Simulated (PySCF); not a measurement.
Na2.
SMILES: `[Na][Na]`

Computed, not measured: PBE/def2-TZVP geometry optimisation, gas phase (PySCF).

Take the most abundant isotopes and a rigid rotor. 

Problem. What are the moment of inertia and the rotational constant?

Solution. I = 109.885 u·Å², B = 505379 MHz·u·Å²/I = 4599 MHz (0.1534 cm⁻¹, or 0.221 K as hB/k). For two atoms I = μr² with μ = 11.4949 u and r = 3.0918 Å.

Problem. List the first levels of a rigid rotor in a Σ state.

Solution. E(J) = BJ(J+1): J = 1: 0.307, J = 2: 0.920, J = 3: 1.841, J = 4: 3.068, J = 5: 4.602, J = 6: 6.443 cm⁻¹.

Problem. Has it a pure rotational spectrum?

Solution. Not by electric dipole: D∞h allows no dipole (computed 0.00 D). Rotational Raman lines (ΔJ = 2) lie at B(4J + 6), spaced by 4B = 0.614 cm⁻¹, with nuclear-spin weights that differ between even and odd J.

Problem. Estimate the classical rotational partition function at 10 K, 50 K and 500 K.

Solution. Point group D∞h, symmetry number σ = 2; q = kT/(σhB), k/h = 20836.6 MHz/K: 22.7 at 10 K, 113 at 50 K, 1130 at 500 K.

Whether it is a minimum is left open (no frequencies). Zero-point vibration and centrifugal distortion are left out.
